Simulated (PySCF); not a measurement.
**Carbon: a sound run and one with changed settings**

Sound run: C [He] 2s2 2p2, C⁺ [He] 2s2 2p1. Calculation: PySCF 2.14, in def2-TZVP; no relativity, point nucleus. The sound run starts from symmetry-adapted Hartree-Fock orbitals and uses a fine grid where one is needed.

Changed run: 26 angular points. This setting is unsound on purpose.

| species | method | sound run (hartree) | changed run (hartree) | converged |
| --- | --- | --- | --- | --- |
| C | UHF | -37.69248 | -37.69248 | yes |
| C | LDA | -37.46739 | -37.46753 | yes |
| C | TPSS | -37.86460 | -37.86465 | yes |
| C⁺ | UHF | -37.29554 | -37.29554 | yes |
| C⁺ | LDA | -37.03808 | -37.03830 | yes |
| C⁺ | TPSS | -37.44382 | -37.44398 | yes |

Ionisation energy of C:

| method | sound run (eV) | changed run (eV) |
| --- | --- | --- |
| UHF | 10.801 | 10.801 |
| LDA | 11.682 | 11.680 |
| TPSS | 11.450 | 11.447 |

A coarse angular grid integrates products of high-l functions wrongly, so density functionals can shift, and the SCF can exploit the error; Hartree-Fock and MP2 need no grid.

For comparison, NIST gives 11.260 eV between the lowest levels.
